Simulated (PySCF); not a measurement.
SF⁺: frontier orbitals

PBE0 at R = 1.506 Å; PySCF, no relativity, basis sets S def2-TZVP, F def2-TZVP. State: ³Σ⁻ (triplet), unpaired electrons π ↑↑. Only the outer orbitals are listed, counted within each symmetry.

| spin | orbital | occ. | ε (eV) | on S (%) | main shells (%) |
| --- | --- | --- | --- | --- | --- |
| α | 5σ | 1 | -45.28 | 14 | 82 F s |
| α | 6σ | 1 | -30.52 | 72 | 71 S s, 17 F p, 11 F s |
| α | 7σ | 1 | -24.00 | 46 | 51 F p, 26 S p, 18 S s |
| α | 2π | 1 | -23.95 | 22 | 78 F p, 19 S p |
| α | 2π | 1 | -23.95 | 22 | 78 F p, 19 S p |
| α | 3π | 1 | -17.95 | 83 | 82 S p, 17 F p |
| α | 3π | 1 | -17.95 | 83 | 82 S p, 17 F p |
| α | 8σ | 0 | -9.81 | 93 | 74 S p, 15 S d, 12 F p |
| α | 1δ | 0 | -1.30 | 100 | 100 S d |
| α | 1δ | 0 | -1.30 | 100 | 100 S d |
| β | 5σ | 1 | -44.68 | 14 | 82 F s |
| β | 6σ | 1 | -28.52 | 57 | 56 S s, 31 F p, 12 F s |
| β | 7σ | 1 | -22.84 | 61 | 37 F p, 34 S s, 27 S p |
| β | 2π | 1 | -22.71 | 15 | 85 F p, 11 S p |
| β | 2π | 1 | -22.71 | 15 | 85 F p, 11 S p |
| β | 3π | 0 | -12.82 | 90 | 90 S p, 10 F p |
| β | 3π | 0 | -12.82 | 90 | 90 S p, 10 F p |
| β | 8σ | 0 | -8.84 | 95 | 75 S p, 13 S d, 11 F p |

Problem. Which are the highest filled and the lowest empty level, where do they sit, and how wide is the gap?

Solution. Highest filled α 3π at -17.95 eV (in %: 82 S p, 17 F p); lowest empty β 3π at -12.82 eV (in %: 90 S p, 10 F p); the gap at PBE0 is 5.13 eV. Both belong to one degenerate shell, split only by its one-sided filling, so this is no excitation gap.

| Quantity | Value |
| --- | --- |
| bond order (Mayer) | 1.44 |
| ⟨S²⟩ | 2.007 |
| charge on S (Mulliken, basis-dependent) | 0.97 |
| charge on S (Löwdin, basis-dependent) | 0.91 |
| dipole moment (positive dipole points towards F; it is taken about the centre of mass and depends on that origin) | -2.22 D |
| polarisability along the bond | 16.9 bohr³ |
| polarisability across the bond | 10.6 bohr³ |

The state was picked by a PBE0 search and need not be the measured ground state.
